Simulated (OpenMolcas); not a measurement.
**One shape, several levels: C2H6B (SMILES [CH2]BC)**

We compute a comparison of 5 runs (UHF/STO-3G, UB3LYP/6-31G*, UB3LYP/6-311+G**, UPBE/6-311+G**) of C2H6B. 

Program for the calculation: OpenMolcas 26.06.

## (1) The molecule

The species is C2H6B (9 atoms), meant as a doublet with charge 0. SMILES: `[CH2]BC`. Geometry: relaxed at PBE0-D4/def2-TZVP. This is one conformer, not always the lowest.

Bond lengths: C1–B2 1.531 Å, B2–C3 1.561 Å, C1–H4 1.088 Å, C1–H5 1.087 Å, B2–H6 1.202 Å, C3–H7 1.092 Å, C3–H8 1.097 Å, C3–H9 1.097 Å. Some angles: C1–B2–C3 122.9°, C1–B2–H6 118.3°, C3–B2–H6 118.8°, B2–C1–H4 122.7°, B2–C1–H5 123.3°, B2–C3–H7 115.2°, B2–C3–H8 109.8°, B2–C3–H9 110.0°, H4–C1–H5 113.9°, H7–C3–H8 108.4°.

## (2) Energy and forces at UHF/STO-3G (run 1)

File coord.xyz:

```xyz
9

C     -0.840100     0.743300    -1.023500
B      0.191800     0.540800     0.089100
C      0.525000    -0.860100     0.691800
H     -1.406600    -0.078400    -1.457800
H     -1.074500     1.714900    -1.450600
H      0.769100     1.506600     0.513000
H     -0.036500    -1.695300     0.267500
H      1.596100    -1.069200     0.576400
H      0.364200    -0.849200     1.777100
```

File mol.inp:

```
* C2H6B Hartree-Fock
>>> EXPORT MOLCAS_PRINT=2

&gateway
  baslib=$CurrDir
  coord=coord.xyz
  basis=STO-3G
  group=NoSym

&seward

&scf
  uhf
  spin=2
  thresholds=1e-10 1e-07 1e-07 1e-05
  prorbitals=1 1

&alaska
```

The basis set STO-3G is read from a file made from the Basis Set Exchange's data (not shown).

On the command line:

```bash
$ export MOLCAS_MEM=1860
$ pymolcas mol.inp > mol.log
```

The log of the run:

```text
--- Start Module: gateway ---
[...]
--- Stop Module: gateway /rc=_RC_ALL_IS_WELL_ ---
[...]
      Basis functions           21
[...]
--- Start Module: scf ---
[...]
       Convergence after  13 Iterations
[...]
::    Total SCF energy                               -102.6305603525
[...]
      Total spin, S                                     0.5048256176
[...]
      Total electronic charge=   23.000000
      Total            charge=   -0.000000
[...]
      Dipole Moment (debye):
      Origin of the operator (angstrom)=   -0.0355    0.0993   -0.0675
                   X= -3.0296E-01               Y= -1.4251E-01               Z= -2.9231E-01           Total=  4.4445E-01
      Quadrupole Moment (debye*angstrom):
[...]
--- Stop Module: scf /rc=_RC_ALL_IS_WELL_ ---
--- Start Module: alaska ---
[...]
 *              Molecular gradients               *
 **************************************************
  Irreducible representation: a
 ------------------------------------------------------------------------------------------
                              X                       Y                       Z
 ------------------------------------------------------------------------------------------
  C1                3.46560764749837E-03    7.17049912642098E-04    3.44000840146297E-03
  B2               -8.76060576790527E-03   -2.78582436667769E-02   -4.08643166006883E-03
  C3               -1.06003782539398E-02    1.47545046924482E-02   -1.33170179507083E-02
  H4               -1.92633146198196E-03   -2.76770078264565E-03   -1.44630091386655E-03
  H5               -8.58086391328228E-04    2.27381783971792E-03   -1.33764032554318E-03
  H6                1.13974540971611E-02    2.06009760260017E-02    8.09696258056891E-03
  H7               -3.68276411477297E-03   -6.88383130692971E-03   -2.63065716614419E-03
  H8                9.11037484907729E-03   -1.06099259662151E-03    2.08014690316839E-03
[...]
--- Stop Module: alaska /rc=_RC_ALL_IS_WELL_ ---
[...]
```

Wall time 3.6 s (1 thread of Intel Xeon Platinum 8259CL at 2.50GHz (Skylake/Cascade Lake), shared host); peak memory 0.37 GiB.

## (3) Energy and forces at UB3LYP/6-31G(d) (spherical functions) (run 2)

File run.inp:

```
>>> EXPORT MOLCAS_PRINT=2

&GATEWAY
  BASLIB=$CurrDir
  COORD
  9
  bohr
  C     -1.58755892     1.40463343    -1.93413469
  B      0.36244947     1.02196389     0.16837460
  C      0.99210622    -1.62535344     1.30731253
  H     -2.65808877    -0.14815453    -2.75484274
  H     -2.03051072     3.24069133    -2.74123672
  H      1.45338836     2.84706138     0.96942950
  H     -0.06897500    -3.20365270     0.50550174
  H      3.01619187    -2.02049517     1.08923814
  H      0.68823825    -1.60475543     3.35823230
  BASIS=6-31Gs
  GROUP=NoSym

&SEWARD
  GRIDINPUT
  Grid=UltraFine
  End of Grid

&SCF
  UHF
  SPIN=2
  KSDFT=B3LYP
  THRESHOLDS=1e-10 1e-07 1e-07 1e-05
  PRORBITALS=1 2

&ALASKA
```

The basis set 6-31G* is read from a file made from the Basis Set Exchange's data (not shown).

On the command line:

```bash
$ export MOLCAS_MEM=1860
$ pymolcas run.inp > run.log
```

The log of the run:

```text
--- Start Module: gateway ---
[...]
--- Stop Module: gateway /rc=_RC_ALL_IS_WELL_ ---
[...]
      Basis functions           54
[...]
--- Start Module: scf ---
[...]
       Convergence after  14 Iterations
[...]
::    Total KS-DFT energy                            -104.6179036129
[...]
      Total spin, S                                     0.5011545886
[...]
      Total electronic charge=   23.000000
      Total            charge=   -0.000000
[...]
      Dipole Moment (debye):
      Origin of the operator (angstrom)=   -0.0355    0.0993   -0.0675
                   X= -5.5917E-01               Y= -2.8651E-01               Z= -5.3393E-01           Total=  8.2452E-01
      Quadrupole Moment (debye*angstrom):
[...]
--- Stop Module: scf /rc=_RC_ALL_IS_WELL_ ---
[...]
--- Start Module: alaska ---
[...]
 *              Molecular gradients               *
 **************************************************
  Irreducible representation: a
 ------------------------------------------------------------------------------------------
                              X                       Y                       Z
 ------------------------------------------------------------------------------------------
  C1                6.92552401869495E-04   -5.89046350234934E-04    7.90708611920099E-04
  B2               -1.20820642330499E-03   -4.08418567497337E-03   -5.24440818125305E-04
  C3               -1.14467307436139E-03    1.63733119673726E-03   -1.40343316919500E-03
  H4                1.35074319476347E-03    1.14591973486644E-03    1.21015787937884E-03
  H5                8.81414266337366E-04   -1.61683111613042E-03    1.22424915302721E-03
  H6               -4.99195268197639E-05   -5.76885056791099E-05   -3.77580412439515E-05
  H7                1.11923270030467E-03    2.25792163038996E-03    6.99168367362835E-04
  H8               -2.27689521700114E-03    9.15532014148401E-04    4.24020347004034E-04
[...]
--- Stop Module: alaska /rc=_RC_ALL_IS_WELL_ ---
[...]
```

Wall time 49 s (1 thread of Intel Xeon Platinum 8259CL at 2.50GHz (Skylake/Cascade Lake), shared host); peak memory 0.39 GiB.

Runs 3 to 4 aren't shown in full; the table further down has their settings and results.

## (4) Energy and forces at UPBE/6-311+G(d,p) (run 5)

File mol.input:

```
>>> EXPORT MOLCAS_PRINT=2

&gateway
 baslib=$CurrDir
 coord
 9
 angstrom
 C       -0.840100       0.743300      -1.023500
 B        0.191800       0.540800       0.089100
 C        0.525000      -0.860100       0.691800
 H       -1.406600      -0.078400      -1.457800
 H       -1.074500       1.714900      -1.450600
 H        0.769100       1.506600       0.513000
 H       -0.036500      -1.695300       0.267500
 H        1.596100      -1.069200       0.576400
 H        0.364200      -0.849200       1.777100
 basis=6-311pGss
 group=NoSym

&seward
 gridinput
 Grid=UltraFine
 End of Grid

&scf
 uhf
 spin=2
 ksdft=PBE
 thresholds=1e-10 1e-07 1e-07 1e-05
 prorbitals=0

&alaska
```

The basis set 6-311+G** is read from a file made from the Basis Set Exchange's data (not shown).

On the command line:

```bash
$ export MOLCAS_MEM=1860
$ pymolcas mol.input > mol.log
```

The log of the run:

```text
--- Start Module: gateway ---
[...]
--- Stop Module: gateway /rc=_RC_ALL_IS_WELL_ ---
[...]
      Basis functions          102
[...]
--- Start Module: scf ---
[...]
       Convergence after  14 Iterations
[...]
::    Total KS-DFT energy                            -104.4723353383
[...]
      Total spin, S                                     0.5012158445
[...]
      Total electronic charge=   23.000000
      Total            charge=   -0.000000
[...]
      Dipole Moment (debye):
      Origin of the operator (angstrom)=   -0.0355    0.0993   -0.0675
                   X= -5.3066E-01               Y= -3.0898E-01               Z= -4.9987E-01           Total=  7.9180E-01
      Quadrupole Moment (debye*angstrom):
[...]
--- Stop Module: scf /rc=_RC_ALL_IS_WELL_ ---
[...]
--- Start Module: alaska ---
[...]
 *              Molecular gradients               *
 **************************************************
  Irreducible representation: a
 ------------------------------------------------------------------------------------------
                              X                       Y                       Z
 ------------------------------------------------------------------------------------------
  C1               -1.40181996347355E-03   -5.29161774063258E-05   -1.48456184322177E-03
  B2               -1.18482708416368E-03   -3.95466835669822E-05   -1.22233423063611E-03
  C3                1.66613621208955E-03   -2.65707805975168E-03    2.23737868117024E-03
  H4                3.35889974124792E-03    4.58759165929923E-03    2.63503446546087E-03
  H5                1.49824820591504E-03   -5.38086527118775E-03    2.58859295476110E-03
  H6               -1.44181475168859E-03   -2.48011707641815E-03   -1.05864230216302E-03
  H7                2.82294363654367E-03    4.56441882756309E-03    2.04783676696940E-03
  H8               -5.63580072883774E-03    1.26657897420179E-03    2.04523496160625E-05
[...]
--- Stop Module: alaska /rc=_RC_ALL_IS_WELL_ ---
[...]
```

Run time: 1.7 min. Hardware: 1 thread of Intel Xeon Platinum 8259CL at 2.50GHz (Skylake/Cascade Lake), shared host; peak memory 0.57 GiB.

## (5) The series

```
run                                level  integration grid  Cartesian functions  energy (Eh)  dipole moment (D)  HOMO energy (eV)  LUMO energy (eV)  wall time
  1                           UHF/STO-3G                 –                   no  -102.630560               0.44             -9.71              5.08      3.6 s
  2  UB3LYP/6-31G* (spherical functions)         UltraFine                   no  -104.617904               0.82             -7.01             -3.25       49 s
  3  UB3LYP/6-31G* (Cartesian functions)         UltraFine                  yes  -104.619783               0.82             -7.01             -3.25       47 s
  4                     UB3LYP/6-311+G**         UltraFine                   no  -104.653373               0.76             -7.29             -3.74    1.7 min
  5                       UPBE/6-311+G**         UltraFine                   no  -104.472335               0.79             -6.39             -4.56    1.7 min
```

## (6) Results

```
                                 quantity          value
                      run 5: total energy  -104.47234 Eh
                     run 5: dipole moment         0.79 D
run 5: HOMO energy (highest over α and β)       -6.39 eV
 run 5: LUMO energy (lowest over α and β)       -4.56 eV
                              run 5: ⟨S²⟩          0.752
          run 5: largest force on an atom     0.322 eV/Å
```

What this shows: The dipole moment (its size) runs from 0.44 D (UHF/STO-3G) to 0.82 D (UB3LYP/6-31G*). The two ends differ in method and basis. Totals of different functionals can't be ranked against each other. In run 1 the basis is minimal, so the values are rough. All runs together took 5.1 min, the longest 1.7 min.
